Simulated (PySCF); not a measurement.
Species, as SMILES: N#N (N2).
Geometry (B3LYP-D3(BJ)/def2-TZVP, fixed):
```xyz
2

N      0.0000     0.0000    -0.5454
N      0.0000     0.0000     0.5454
```
Charge 0, spin multiplicity 1.

Basis-set convergence of the lowest singlet excitation energy at PBE0 with PySCF. Tamm-Dancoff approximation; the state is taken by its order, and sets in which it differs in degeneracy or brightness are left out, yet its character can still change. All functions are spherical. Density fitting with generated auxiliary sets. No added dispersion term, no relativity. Reference: the value in d-aug-cc-pVTZ, 9.532 eV, itself unsure by roughly 0.004 eV (its mean distance from aug-pcseg-3, aug-cc-pVQZ, aug-pcseg-2). Deviations are taken from unrounded values. Cost is core time over that of jun-cc-pV(T+d)Z, rough, on shared machines of one kind; a dash marks a row that isn't timed (too short, read off another run, short of memory, by another algorithm or on other hardware).

```
basis            functions  lowest singlet excitation energy (eV)  minus reference (eV)  cost
---------------  ---------  -------------------------------------  --------------------  ----
STO-3G                  10                                  9.402                -0.130     -
6-31G                   18                                  9.261                -0.271     -
pcseg-0                 18                                  9.356                -0.175     -
6-31+G*                 36                                  9.523                -0.009     -
6-311G**                36                                  9.597                 0.065     -
d-aug-cc-pVDZ           64                                  9.534                 0.003  0.9×
jun-cc-pV(T+d)Z         78                                  9.530                -0.001    1×
aug-cc-pVTZ             92                                  9.532                 0.000    1×
cc-pVQZ                110                                  9.558                 0.027    2×
def2-QZVPP             114                                  9.534                 0.002    3×
d-aug-cc-pVTZ          124                                  9.532                 0.000    4×
aug-pcseg-3            170                                  9.527                -0.004    7×
pcseg-4                202                                  9.527                -0.005   10×
```

The smallest set listed that lies within 0.1 eV of the reference with all its larger relatives (same family, alike in diffuse functions; a set with none counts only in the reference's own line) is 6-31+G* (36 functions, -0.009 eV off). Inside, with no larger relative to test it: 6-311G**, def2-QZVPP, aug-pcseg-3, pcseg-4. (Relatives not listed, tested too: 6-311+G** 0.000, 6-311++G(3df,3pd) 0.001, aug-cc-pVQZ -0.005, cc-pV5Z 0.005 eV.)
